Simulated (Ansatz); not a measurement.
Basis-set extrapolation for `F/C=C1\CS1` (PBE0-D4/def2-TZVP geometry, frozen core, the Gaussian-basis code of Ansatz). Multiplicity 1, RHF reference.

|  | def2-TZVPP | def2-QZVPP |
| --- | --- | --- |
| HF | -612.342364 | -612.362783 |
| MP2 correlation | -0.896154 | -0.966092 |
| CCSD(T) correlation | -0.966293 | not run |

Energies in hartree. Use E(X) = E(∞) + A·exp(−7.88·√X) for Hartree–Fock and E(X) = E(∞) + B·X^(−2.97) for correlation, with X = 3 and 4, and add CCSD(T) minus MP2 of the smaller set to the MP2 limit.

What is the CCSD(T) energy at the basis-set limit?

HF limit: -612.362783 + (-0.020419) × 0.13774 = -612.36560. MP2 limit: -0.966092 + (-0.069938) × 0.74074 = -1.01790. Higher-order term: -0.966293 − (-0.896154) = -0.07014. Total: -613.45364 hartree, 380.7 kJ/mol below CCSD(T)/def2-TZVPP.
